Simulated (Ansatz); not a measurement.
Cost and result for the atomization energy of C₃H₆F₂, SMILES `CC(F)CF` (11 atoms, 10 bonds).

```xyz
11

C     0.117    0.534    1.167
C    -0.593   -0.052   -0.022
F    -1.434    0.903   -0.582
C     0.342   -0.490   -1.131
F     1.132   -1.526   -0.676
H     0.799   -0.205    1.591
H     0.694    1.413    0.870
H    -0.601    0.828    1.935
H    -1.218   -0.900    0.276
H    -0.231   -0.841   -1.993
H     0.992    0.336   -1.435
```

Charge 0, multiplicity 1. All single points use the PBE0-D4/def2-TZVP geometry. It is one conformer, not always the lowest. Program: Ansatz. All runs use 4 threads of an AMD EPYC 9R45 on a shared host. Times are those of one run each, without the atoms' runs, and a repeat can differ threefold. Electronic energies, without spin–orbit coupling; frozen cores. CCSD(T)/CBS adds CCSD(T) − MP2 in def2-TZVPP to the MP2 limit, and its time is that of the two runs behind it. T1 = 0.010. B3LYP takes the VWN-RPA correlation (the form of Gaussian; ORCA's B3LYP/G).

CCSD(T)/CBS is a level of theory with its own doubt, some kJ/mol a heavy atom from the limit and from the frozen cores, so smaller differences don't rank the functionals.

| level | functions | wall time | atomization (kJ/mol) | difference from CCSD(T)/CBS | per bond |
| --- | --- | --- | --- | --- | --- |
| PBE-D4/def2-TZVPP (with forces) | 239 | 1 s | 4393.3 | 105.2 | 10.5 |
| PBE0-D4/def2-TZVPP | 239 | 1.1 s | 4307.9 | 19.8 | 2.0 |
| r2SCAN-D4/def2-TZVPP (with forces) | 239 | 1.6 s | 4298.7 | 10.6 | 1.1 |
| B3LYP-D4/def2-TZVPP (with forces) | 239 | 1.6 s | 4283.5 | -4.6 | -0.5 |
| B2PLYP/def2-TZVPP | 239 | 2 s | 4247.8 | -40.3 | -4.0 |
| ωB97X-V/def2-TZVPP | 239 | 2.6 s | 4296.5 | 8.4 | 0.8 |
| ωB97M-V/def2-TZVPP (with forces) | 239 | 3.6 s | 4299.3 | 11.2 | 1.1 |
| MP2/def2-QZVPP | 465 | 10 s | 4323.8 | 35.7 | 3.6 |
| CCSD(T)/def2-TZVPP | 239 | 49 s | 4189.0 | -99.1 | -9.9 |
| CCSD(T)/CBS(def2) | – | 59 s | 4288.1 | 0.0 | 0.0 |

The D4 term adds +24.8 kJ/mol with B3LYP and +12.9 kJ/mol with PBE0; it sums over pairs of atoms, weighted by their polarisabilities, and B3LYP, whose exchange is more repulsive, gets the larger term. From PBE to PBE0 (25 % exact exchange), in def2-TZVPP and without D4, the atomization energy moves by −82.7 kJ/mol: exact exchange takes away binding that semilocal exchange gives to molecules. In def2-TZVPP, CCSD(T) changes the Hartree–Fock value by +1024.6 kJ/mol (the triples alone add +57.7 kJ/mol) and MP2 by +1101.1 kJ/mol; breaking electron pairs costs correlation energy, which Hartree–Fock lacks.
